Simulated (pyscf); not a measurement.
PySCF, gas phase, ωB97X-D3(BJ)/def2-SVP geometries. MP2 and CC: frozen core, UHF for open shells. ΔMP2 is the change of the MP2 total energy from the triple- to the quadruple-zeta basis.

Question: How much does it cost (ΔH, 298 K, CCSD(T)/def2-TZVPP + ΔMP2(QZVPP)) to split `[SiH2]=[SiH][SiH3]` at its Si–Si bond into [HSi=SiH₂]• + SiH₃•?

Answer: Si–Si to [HSi=SiH₂]• + SiH₃•: 3.04 eV. The radicals are drawn with the spin at the cut bond; how far it spreads was not checked. H₂Si=SiH–SiH₃ lies 0.47 eV over its isomer cyclic H₆Si₃ (SMILES [SiH2]1[SiH2][SiH2]1), and others may lie lower still (electronic energy, ωB97M-D3(BJ)). Other isomers of [HSi=SiH₂]• were not searched in full and may lie lower. The CCSD(T) − MP2 part came from Ansatz, without density fitting, on the same reference.
